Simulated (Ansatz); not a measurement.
**CH4BO: composite energy at a relaxed geometry, by script**

Aim: a composite energy at a relaxed geometry, for CH4BO, run from a script. SMILES: C[B]O.

All numbers are computed with Ansatz 0.2.0 through its Python package. The levels of theory stand in the script.

### Step 1. Starting point

Bond lengths: C1–B2 1.527 Å, B2–O3 1.437 Å, C1–H4 1.049 Å, C1–H5 1.163 Å, C1–H6 1.148 Å, O3–H7 0.986 Å. Angles: C1–B2–O3 118.4°, B2–C1–H4 111.1°, B2–C1–H5 110.4°, B2–C1–H6 111.6°, H4–C1–H5 108.0°, H4–C1–H6 110.9°, H5–C1–H6 104.5°, B2–O3–H7 107.0°.

No structure file is read: the coordinates are typed or built in the script.

### Step 2. The code

Contents of run_composite.py:

```python
'''A composite energy for CH4BO: DFT geometry, MP2 basis limit, coupled-cluster correction.'''

import ansatz as az
from ase import Atoms
import numpy as np


def main() -> None:
    atoms = Atoms(['C', 'B', 'O', 'H', 'H', 'H', 'H'], positions=[
        [-0.6232, 0.3848, -0.3111],
        [0.8829, 0.1522, -0.2173],
        [1.3933, -0.5799, 0.9094],
        [-1.1437, -0.5249, -0.3531],
        [-0.8811, 0.9917, -1.269],
        [-1.0057, 1.0354, 0.5542],
        [1.4388, -1.5273, 0.6411],
    ])
    system = az.Crystal.molecule_from_ase(atoms)

    job = (
        system.calculation()
        .basis(gaussian='def2-SVP')
        .functional('pbe0')
        .spin('collinear', total=1)
    )
    symbols = [site.symbol for site in system.cartesian_sites]
    start = np.array([site.position_ang for site in system.cartesian_sites], dtype=float)
    summary = job.relax(force_tolerance=0.01).run().report
    end = np.array(summary['positions_ang'])
    print('final positions (A) and the move of each atom')
    for symbol, xyz, old in zip(symbols, end, start):
        print(f'{symbol:2s} {xyz[0]:10.5f} {xyz[1]:10.5f} {xyz[2]:10.5f}   {np.linalg.norm(xyz - old):7.4f}')

    minimum = az.Crystal.molecule()
    for symbol, place in zip(symbols, end):
        minimum = minimum.atom(symbol, place.tolist())
    at_minimum = minimum.calculation().spin('collinear', total=1)
    # MP2 extrapolated to the basis limit, plus the small-basis difference CCSD(T) - MP2
    level = lambda method, basis: at_minimum.basis(gaussian=basis).correlation(method).run().report
    small, large, cluster = level('mp2', 'cc-pVDZ'), level('mp2', 'cc-pVTZ'), level('ccsd_t', 'cc-pVDZ')
    corr = lambda each: (each['free_energy_ev'] - each['reference_energy_ev']) / 27.211386246
    mp2_limit = (27 * corr(large) - 8 * corr(small)) / 19
    pieces = {'HF / cc-pVTZ': large['reference_energy_ev'] / 27.211386246, 'MP2 correlation, DZ-TZ limit': mp2_limit, 'CCSD(T) - MP2 / cc-pVDZ': corr(cluster) - corr(small)}
    for name, value in pieces.items():
        print(f'{name:32s} {value:14.6f} Ha')
    print(f'{"sum":32s} {sum(pieces.values()):14.6f} Ha')
    print('T1 diagnostic', round(cluster['correlation']['coupled_cluster']['t1_diagnostic'], 4))


if __name__ == '__main__':
    main()
```

### Step 3. The input behind the calls

The package turns the script's settings into the engine's input (first run):

```yaml
crystal:
  periodic: [false, false, false]
  atoms:
    - { symbol: C, position_ang: [-0.6232, 0.3848, -0.3111] }
    - { symbol: B, position_ang: [0.8829, 0.1522, -0.2173] }
    - { symbol: O, position_ang: [1.3933, -0.5799, 0.9094] }
    - { symbol: H, position_ang: [-1.1437, -0.5249, -0.3531] }
    - { symbol: H, position_ang: [-0.8811, 0.9917, -1.269] }
    - { symbol: H, position_ang: [-1.0057, 1.0354, 0.5542] }
    - { symbol: H, position_ang: [1.4388, -1.5273, 0.6411] }
basis:
  gaussian:
    orbitals: def2-SVP
hamiltonian:
  xc: pbe0
magnetization:
  spin_polarized: true
  initial_magnetization: 1.0
relax:
  f_tol: 0.01
```

### Step 4. Launch

Run with:

```sh
> python run_composite.py
```

Q: Predict the main results. Wanted: T1 diagnostic; composite energy.

**Answer**, as computed:

```
        quantity           value
   T1 diagnostic          0.0148
composite energy  -140.375038 Ha
   runs compared               3
```

In CPU time, run 3 cost about 15 times as much as run 1. A T1 diagnostic under about 0.02 supports a single-reference treatment, as here. Run 0: The relaxation took 12 moves; the largest shift is 0.732 Å, of atom 2 (B). Reading the output:
- The sum leaves out core correlation, relativity, the Hartree-Fock basis error and zero-point energy; a DZ-TZ extrapolation is rough.
- The run takes the species as open-shell (spin multiplicity 2), which needn't be its ground state.
- Inner cores stay frozen, so this is valence correlation.
- An extrapolation from small basis sets is rough.
